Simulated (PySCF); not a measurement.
**LiB: one state, many levels of theory**

State: ³Π (triplet), unpaired electrons σ ↑, π ↑. Set-up: PySCF, no relativity, basis sets Li 3-21G, B 3-21G. De refers to Li + B in their high-spin ground configurations, without counterpoise correction. The functionals are run spin-unrestricted. A positive dipole means Li(−)B(+).

```csv
Level,Re (Å),ωe (cm⁻¹),De (eV),μ (D)
UHF,2.190,555,0.72,-6.04
UHF-MP2,2.206,539,0.84,n/a
UHF-SCS-MP2,2.203,542,0.75,n/a
UHF-CCSD,2.227,509,0.78,n/a
UHF-CCSD(T),2.232,503,0.80,n/a
PBE,2.211,511,1.44,-4.51
r²SCAN,2.212,523,1.51,-5.15
M06-L,2.198,537,1.48,-5.84
PBE0,2.191,535,1.34,-5.16
r²SCAN0,2.194,540,1.42,-5.51
B97-3,2.181,545,1.32,-5.62
CAM-B3LYP,2.160,558,1.23,-5.42
```

The bond length runs from 2.160 Å (CAM-B3LYP) to 2.232 Å (UHF-CCSD(T)). De spans 0.72 eV (UHF, mean field) to 1.51 eV (r²SCAN, meta-GGA). Correlation at CCSD(T) changes the Hartree–Fock bond energy by +0.08 eV; the triples alone change it by +0.02 eV.

Correlated steps freeze 1 core orbital. 3-21G is very small, so such numbers show the basis as much as the molecule. The state was picked by a PBE0 search and need not be the measured ground state.

The whole job (state search and all levels along the bond) took about 0.9 min on 1 thread of Oxide Virtual Turin-like (shared host), peak memory 0.31 GiB.
